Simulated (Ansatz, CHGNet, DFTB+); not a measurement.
## bcc Rb, cohesive energy

Reference value: 0.86 eV/atom (measured, static lattice: zero-point vibration energy added; as tabulated in Mejia-Rodriguez and Trickey (2018), arXiv:1807.09216).

```tsv
level (code)	value (eV/atom)	cell (Å³/atom)	error (eV/atom)
GFN1-xTB as cut by DFTB+	3.88	107.89	+3.02
CHGNet 0.3.0	0.33	82.55	-0.53
LDA (Ansatz)	0.92	77.70	+0.06
PBE (Ansatz)	0.77	91.13	-0.09
r²SCAN+rVV10 (Ansatz)	0.83	91.78	-0.03
B3LYP (VWN-RPA form) (Ansatz)	0.47	94.99	-0.39
PBE0 (Ansatz)	0.72	94.28	-0.14
Hartree–Fock (Ansatz)	0.06	123.82	-0.80
```

Leaving aside GFN1-xTB as cut by DFTB+ (doubt noted below), CHGNet 0.3.0 (doubt noted below): Once the reference is moved by up to 0.03 eV/atom (a margin picked here for doubts on the reference and the settings) and values within 0.03 eV/atom count as equal, the nearest can be r²SCAN+rVV10 (-0.03 eV/atom) or LDA (+0.06 eV/atom). Among them Hartree–Fock (-0.80 eV/atom) misses by most. Within 0.3 eV/atom: LDA, PBE, r²SCAN+rVV10, PBE0.

Free atoms are spin-polarised, in the lowest state found; at levels without +SOC their spin–orbit coupling is left out.  GFN1-xTB as cut by DFTB+: the free atoms are run in the same model without spin. GFN1-xTB as cut by DFTB+: the method was fitted mainly to molecules. GFN1-xTB as cut by DFTB+: codes differ in how they cut the long-range tail of xTB's charge interaction in a crystal, so the value belongs to this code. CHGNet 0.3.0: free atoms can lie outside what these potentials were trained on. Hartree–Fock: the cell is over a tenth larger than the published one (another phase or state, or a fault of the published cell, is possible). Each level is taken at its own relaxed cell. Cutoffs and k meshes differ between the levels. Ansatz's density-functional and Hartree–Fock values are scalar-relativistic unless marked +SOC, with PAW data made under PBE.

Machine-learned potentials (CHGNet 0.3.0) are trained on DFT data: a solid inside that data is no test of them.

Differences are worked out from the printed values.

Ansatz is an electronic-structure program.
